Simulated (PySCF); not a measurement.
Compound: C₅H₆O.
Numbering: `[CH:1]#[C:2]/[CH:3]=[CH:4]/[O:5][CH3:6]` (hydrogens: H7 on C1; H8 on C3; H9 on C4; H10, H11, H12 on C6)

The same species was optimised twice, with GFN2-xTB and with PBE0-D3(BJ)/def2-SVP (PySCF), and the same property calculations (PySCF, gas phase) were run on both structures.

```tsv
coordinate	GFN2-xTB	PBE0-D3(BJ)/def2-SVP	change
C4–O5 (Å)	1.351	1.332	-0.019
C3=C4 (Å)	1.335	1.351	+0.016
C1≡C2 (Å)	1.201	1.215	+0.014
C2–C3 (Å)	1.409	1.419	+0.010
O5–C6 (Å)	1.408	1.404	-0.004
C1–C2–C3 (°)	177.9	178.9	+1.0
C3–C4–O5 (°)	128.3	127.4	-0.9
C4–O5–C6 (°)	117.6	118.2	+0.6
C2–C3–C4 (°)	121.6	121.8	+0.2
C3–C4–O5–C6 (°)	0	0	0
```

Rotational constants: A = 18113, B = 1618, C = 1500 MHz (GFN2-xTB) against A = 17879, B = 1615, C = 1495 MHz (PBE0-D3(BJ)/def2-SVP). Point groups within 0.08 Å: Cs and Cs.

On the GFN2-xTB structure: lowest singlet, TDDFT (eV) 5.68 [wB97X-D/def2-SVPD]; lowest triplet, Tamm–Dancoff (eV) 3.66 [wB97X-D/def2-SVPD]; isotropic polarisability (au) 67.6 [wB97X-D/def2-SVPD]; HOMO (eV) -8.23 [wB97X-D/def2-SVPD]; LUMO (eV) 1.42 [wB97X-D/def2-SVPD]; dipole (D) 1.61 [wB97X-D/def2-SVPD]; HOMO (eV) -6.42 [PBE0/pcSseg-1]; LUMO (eV) -0.25 [PBE0/pcSseg-1]; dipole (D) 1.71 [PBE0/pcSseg-1]; GIAO shielding of C1 (ppm) 102.1 [PBE0/pcSseg-1]; GIAO shielding of C2 (ppm) 102.6 [PBE0/pcSseg-1]; GIAO shielding of C3 (ppm) 100.8 [PBE0/pcSseg-1]; GIAO shielding of C4 (ppm) 17.2 [PBE0/pcSseg-1]; GIAO shielding of O5 (ppm) 204.7 [PBE0/pcSseg-1]; GIAO shielding of C6 (ppm) 131.1 [PBE0/pcSseg-1].

What do these properties become on the PBE0-D3(BJ)/def2-SVP structure?

```csv
property,level,on GFN2-xTB,on PBE0-D3(BJ)/def2-SVP,change
"lowest singlet, TDDFT (eV)",wB97X-D/def2-SVPD,5.68,5.56,-0.12
"lowest triplet, Tamm–Dancoff (eV)",wB97X-D/def2-SVPD,3.66,3.55,-0.11
isotropic polarisability (au),wB97X-D/def2-SVPD,67.6,68.8,+1.2
HOMO (eV),wB97X-D/def2-SVPD,-8.23,-8.15,+0.08
LUMO (eV),wB97X-D/def2-SVPD,1.42,1.38,-0.04
dipole (D),wB97X-D/def2-SVPD,1.61,1.70,+0.09
"energy, GFN2-xTB geometry as zero (kcal/mol)",wB97X-D/def2-SVPD,0.0,-0.9,-0.9
HOMO (eV),PBE0/pcSseg-1,-6.42,-6.35,+0.07
LUMO (eV),PBE0/pcSseg-1,-0.25,-0.29,-0.04
dipole (D),PBE0/pcSseg-1,1.71,1.79,+0.08
"energy, GFN2-xTB geometry as zero (kcal/mol)",PBE0/pcSseg-1,0.0,-0.2,-0.2
GIAO shielding of C1 (ppm),PBE0/pcSseg-1,102.1,99.9,-2.2
GIAO shielding of C2 (ppm),PBE0/pcSseg-1,102.6,101.9,-0.7
GIAO shielding of C3 (ppm),PBE0/pcSseg-1,100.8,98.4,-2.4
GIAO shielding of C4 (ppm),PBE0/pcSseg-1,17.2,15.9,-1.3
GIAO shielding of O5 (ppm),PBE0/pcSseg-1,204.7,203.0,-1.7
GIAO shielding of C6 (ppm),PBE0/pcSseg-1,131.1,130.2,-0.9
```

The heavy atoms differ by 0.013 Å rms after alignment. Among bonds between heavy atoms C4–O5 changes most (-0.019 Å). Changes are differences of the printed values. Neither structure is proved a minimum here.

Conformer computed: `[CH:1]#[C:2]/[CH:3]=[CH:4]/[O:5][CH3:6]`: C3–C4–O5–C6 0°.

Note: wB97X-D ran without an empirical dispersion term, which enters the total energy and its gradient alone.
